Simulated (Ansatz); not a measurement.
Reaction (hydrogenolysis of a C–F bond): `N=C(F)CN` + H₂ → `N=CCN` + H–F

Calculated with Ansatz (gas phase, PBE0-D4/def2-TZVP geometries, no zero-point term in ΔE). CCSD(T)/CBS is the MP2 limit (def2-TZVPP, def2-QZVPP) plus CCSD(T) − MP2 in def2-TZVPP, frozen cores. This one scheme is used for every species. DFT in def2-TZVPP. HSE06 is defined as in plane-wave codes. One conformer a species, not always the lowest.

`N=C(F)CN`:

Z-matrix (Å, degrees):
```
C
N 1 1.438
C 1 1.498 2 116.0
H 1 1.095 2 110.1 3 122.2
H 1 1.096 2 110.1 3 -122.2
H 2 1.013 1 109.7 3 -57.7
H 2 1.013 1 109.7 3 57.8
F 3 1.353 1 111.0 2 -180.0
N 3 1.245 1 126.1 2 0.0
H 9 1.018 3 112.0 1 180.0
```

H₂:

Cartesian coordinates in Å:
```
H -0.321 0.185 0.041
H 0.321 -0.185 -0.041
```

`N=CCN`:

Z-matrix (Å, degrees):
```
C
C 1 1.501
N 1 1.442 2 116.8
H 1 1.098 2 107.8 3 123.8
H 1 1.098 2 107.8 3 -123.8
N 2 1.263 1 121.6 3 0.2
H 2 1.100 1 115.1 3 -179.8
H 3 1.014 1 109.0 2 -56.8
H 3 1.014 1 109.0 2 56.8
H 6 1.018 2 111.2 1 180.0
```

H–F:

Cartesian coordinates in Å:
```
F -0.445 0.070 0.092
H 0.445 -0.070 -0.092
```

(1) Is it downhill or uphill in electronic energy at CCSD(T)/CBS, and by how much? (Estimate.)

(2) What do these levels give: r2SCAN-D4, B97M-V, CAM-B3LYP-D4, ωB97M-V, HSE06, CCSD/def2-TZVPP? (Estimate.)

Largest T1 diagnostic among the species: 0.012.

Answers

(1) Computed: Downhill: ΔE = -49.8 kJ/mol.

(2) The calculation gave: r2SCAN-D4 -24.5, B97M-V -29.7, CAM-B3LYP-D4 -32.3, ωB97M-V -33.9, HSE06 -37.7, CCSD/def2-TZVPP -48.8 kJ/mol.

From r2SCAN to r2SCAN0 (25 % exact exchange), in def2-TZVPP and without D4, ΔE moves by −8.7 kJ/mol. At CCSD(T), def2-SVP lies +20.1 kJ/mol from the extrapolated value and def2-TZVPP +4.5 kJ/mol.
